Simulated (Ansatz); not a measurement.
What does this script print? It uses the Ansatz DFT code, driven from Python.

Script `cas_fhssi.py`:
```python
"""Static correlation in FHSSi: natural occupations of an active space."""

import warnings

import ansatz
from ase import Atoms

warnings.simplefilter("ignore", ansatz.DeckWarning)

atoms = Atoms(["F", "Si", "S", "H"], positions=[
    (-1.1807, 0.0366, 1.1493),
    (0.0627, 0.9442, 0.7554),
    (0.9758, -0.0237, -0.9199),
    (0.1977, -1.0174, -1.0051),
])
geometry = ansatz.Crystal.molecule_from_ase(atoms)

calculation = (
    geometry.calculation()
    .basis(gaussian="6-31G*")  # the orbital basis, by name
    .correlation(active_electrons=4, active_orbitals=4)
)
for method in [None]:
    rep = (calculation if method is None else calculation.correlation(method)).run(threads=1, pin="off").report
    space = rep["configurations"]
    state = space["states"][0]
    print(method or "casscf", f"total {rep['free_energy_ev'] / 27.211386246:.6f} Ha, active-space state {state['energy']['hartree']:.6f} Ha, mean field {rep['reference_energy_ev'] / 27.211386246:.6f} Ha")
    print("  determinants", state["n_determinants"], " natural occupations", [round(n, 3) for n in space["natural_occupations"]])
print("effectively unpaired electrons, sum of min(n, 2 - n):", round(sum(min(n, 2 - n) for n in space["natural_occupations"]), 3))
```

```console
$ python cas_fhssi.py
casscf total -786.547326 Ha, active-space state -786.547326 Ha, mean field -786.497061 Ha
  determinants 36  natural occupations [1.983, 1.983, 0.018, 0.017]
effectively unpaired electrons, sum of min(n, 2 - n): 0.069
```

Notes:
- Total energies depend on the basis set; only differences at equal settings carry meaning.
- The geometry is a force-field or estimated start, not a minimum of this method, and the basis set is short of its limit. The active space starts as a window about the frontier orbitals and is then optimised, not chosen by chemistry.
- Run time: 4.6 s on 1 thread of Arm Neoverse V2, with other jobs on the host, peak memory 0.17 GiB.
